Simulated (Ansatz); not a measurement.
## Forces away from equilibrium

SiH4 (SMILES [SiH4]), closed shell, displaced at random from a GFN2-xTB minimum.

```
5
angstrom
Si -0.0144 -0.0111 0.0169
H 0.9501 -0.6782 0.8617
H -1.2951 0.0627 0.6502
H -0.0935 -0.7472 -1.2545
H 0.4678 1.3603 -0.2758
```

Program: Ansatz 0.2.0. Basis: def2-TZVPP. Cores are frozen in the correlated methods.

CCSD(T) forces from the calculation:
```
atom      Fx      Fy  Fz (eV/Å)
 Si1   0.621   0.431     -0.816
  H2   0.396  -0.304      0.474
  H3  -0.878  -0.008      0.437
  H4  -0.111  -0.100     -0.136
  H5  -0.027  -0.019      0.040
```

Task: Which atom feels the largest CCSD(T) force, and how large is it?

Result: Si1, 1.11 eV/Å, along (0.56, 0.39, -0.73).

Root-mean-square difference of the force components from those of CCSD(T): PBE0-D4 0.048; wB97M-V 0.042; r2SCAN-D4 0.028; PBE-D4 0.123; B97M-V 0.025; HSE06-D4 0.049 eV/Å.

No T1 diagnostic of these runs exceeds 0.011.

For scale, one of the runs: CCSD(T)/def2-TZVPP forces, 98 basis functions (an equivalent command: `ansatz run in.yaml --threads 4`). Hardware: 4 CPU threads, shared host. Wall time about 5 s.
